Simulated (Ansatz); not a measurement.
For rock-salt LiCl, HSE06 (PAW; Ansatz, an electronic-structure program) gives:

```
Quantity                         Result
-----------------------------  --------
band gap at the measured cell   7.69 eV
elastic constant C11           55.4 GPa
elastic constant C44           26.7 GPa
polycrystal shear modulus      22.0 GPa
```

**Question.** What does Hartree–Fock in Ansatz (plane waves, PAW) give for the same quantities?

**Answer.** 
- band gap at the measured cell: 15.19 eV (increases by 7.50 eV)
- elastic constant C11: 41.7 GPa (decreases by 25 %)
- elastic constant C44: 27.0 GPa (grows by 1.1 %)
- Voigt–Reuss–Hill shear modulus: 17.5 GPa (shrinks by 20 %)

For comparison: band gap 9.4 eV (measured, low temperature, zero-point motion not removed; as tabulated in Chen et al. (2018), doi:10.1103/physrevmaterials.2.073803); elastic constant C11 58.6 GPa (measured, 4 K, zero-point motion not removed; as tabulated in Harker's crystal data pages); elastic constant C44 26.7 GPa (measured, 4 K, zero-point motion not removed; as tabulated in Harker's crystal data pages).

Changes are worked out from the printed values.

Unless a cell is named, each level is at its own relaxed cell.

Density-functional gaps are differences of (generalised) Kohn–Sham levels.

Ansatz's density-functional and Hartree–Fock values are scalar-relativistic unless marked +SOC, with PAW data made under PBE.
